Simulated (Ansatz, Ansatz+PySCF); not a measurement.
```xyz
2

P     0.0000    0.0000   -0.4737
N     0.0000    0.0000    1.0150
```

RHF-MP2 on singlet PN was run in several spherical basis sets with Ansatz (development build ahead of 0.2.0). Frozen core: 6 orbitals. Caution for RHF-MP2: an unrestricted determinant lies well below; in another basis set an unrestricted determinant lies well below.

Q: Rank the basis sets by the total energy that they give, lowest first, with the distance from the lowest.
A. def2-SVP
B. cc-pVTZ
C. cc-pVDZ

A: B (0.00 eV), C (2.48 eV), A (6.80 eV).

Totals follow the description of the cores as much as that of the bonds, so this order isn't one of quality for chemistry.
